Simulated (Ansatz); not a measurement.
**CH₂, triplet: up the ladder of correlation methods**

Calculated in Ansatz's Gaussian-basis code; BCCD by scripts on PySCF. Settings: STO-3G; 1 core orbital frozen; no relativity. Perturbation and coupled-cluster methods stand on the Hartree–Fock determinant that coupled cluster favours; RHF here means ROHF, with semicanonical perturbation theory. The state met can differ between shapes. A minimal or small basis: far from the basis limit.

Shape A. A bond is stretched, to 1.43 times the sum of the covalent radii.

| atom | x (Å) | y (Å) | z (Å) |
| --- | --- | --- | --- |
| C | 0.0000 | 0.0000 | 0.0000 |
| H | 0.0000 | 1.4058 | 0.5964 |
| H | 0.0000 | -0.9900 | 0.4200 |

Shape B:

```xyz
3

C     0.0000    0.0000    0.0000
H     0.0000    1.1088    0.4704
H     0.0000   -0.9900    0.4200
```

Shape C. A bond is stretched, to 1.36 times the sum of the covalent radii.

```xyz
3

C     0.0000    0.0000    0.0000
H     0.0000    1.3365    0.5670
H     0.0000   -0.9900    0.4200
```

Correlation energy of CCSD(T), then each method's total less that of CCSD(T), in eV:

```tsv
case	E corr CCSD(T)	CCSD	BCCD	BCCD(T)	determinant
A RHF	-1.840	+0.009	+0.008	0.000	–
B RHF	-1.300	+0.004	+0.004	0.000	–
B UHF	-1.149	+0.004	+0.003	0.000	⟨S²⟩ = 2.023
C RHF	-1.685	+0.007	+0.007	0.000	–
C UHF	-1.507	+0.007	+0.007	0.000	⟨S²⟩ = 2.072
```

Problem. How far does full CI lie from CCSD(T) in each case, and where is CCSD(T) within 1 kcal/mol (0.043 eV)?

Solution. A RHF: -0.007 eV (within); B RHF: -0.002 eV (within); B UHF: -0.002 eV (within); C RHF: -0.005 eV (within); C UHF: -0.005 eV (within).
